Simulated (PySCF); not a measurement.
Gas-phase reaction: Si2N + 4 SiH2 ⇌ H2SiNH + 5 SiH

Energies from PySCF (xtb for GFN2), thermal terms from the rigid-rotor harmonic-oscillator model, ideal gas at 1 bar. † marks an energy on the PBE0/def2-TZVP geometry and frequencies; other levels use their own. 6-31G* has spherical d functions here. Open shells (unrestricted): Si2N (multiplicity 2), SiH (multiplicity 2); the rest are closed-shell singlets. GFN2 has no spin-polarisation term. Spin-orbit splitting is ignored; it lowers the true energy and changes the entropy of Si2N, SiH. B3LYP is the form with VWN-RPA correlation. H2SiNH: computed as isolated molecules; such fragments, hydroxides, amides, oligomers or adducts are transient or little studied in the gas.

| level | ΔH°(298 K), kJ |
|---|---|
| B3LYP/6-31G* | ? |
| B3LYP/def2-TZVP† | 540 |
| GFN2-xTB | 587 |
| M06-2X/def2-TZVP† | 576 |
| PBE/def2-TZVP† | ? |
| PBE0/def2-TZVP | ? |

**Question.** Complete the blanks.

**Answer.** 
- B3LYP/6-31G*, ΔH°(298 K), kJ: 543
- PBE/def2-TZVP†, ΔH°(298 K), kJ: 542
- PBE0/def2-TZVP, ΔH°(298 K), kJ: 521
